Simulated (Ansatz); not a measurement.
## How far each method lies from UCCSDT(Q) for Ge–B–PH, sextet

Geometry: that of the Ge–B–PH, quartet, kept fixed. The quartet lies 3.1 eV lower here.

```xyz
4

Ge    0.0000   -0.3114    2.4685
B     0.0000   -0.2886    0.5103
P     0.0000   -0.4075   -1.3979
H     0.0000    1.0075   -1.5809
```

Basis cc-pVDZ; Ansatz 0.2.0. Only valence electrons are correlated (noble-gas cores and the filled d shells of p-block atoms frozen), which leaves 13 electrons in 44 orbitals. R marks a restricted (for open shells ROHF) determinant, U an unrestricted one. No spin–orbit coupling is included, and no scalar relativity.

Full CI isn't at hand for all of this; UCCSDT(Q) serves as the reference, and is uncertain by about the last step of the cluster series.

The UHF ⟨S²⟩ is 8.776, the T1 diagnostic (RCCSD) is 0.0337 and the largest doubles amplitude (RCCSD) is 0.047. The T1 diagnostic (UCCSD) is 0.0314.

Q: From what is known of these methods and the diagnostics, rank them by the size of their error in total energy against UCCSDT(Q) in cc-pVDZ, smallest first (an estimate: the text doesn't fix the numbers).
A. UCCSD
B. UMP2
C. UHF
D. UCCSD(T)
E. UCCSDT

A: E (0.42 kcal/mol), D (1.67 kcal/mol), A (7.30 kcal/mol), B (34.59 kcal/mol), C (155.45 kcal/mol).

All errors are against UCCSDT(Q) in cc-pVDZ. Within each family the higher level lies nearer, as is usual though not guaranteed.
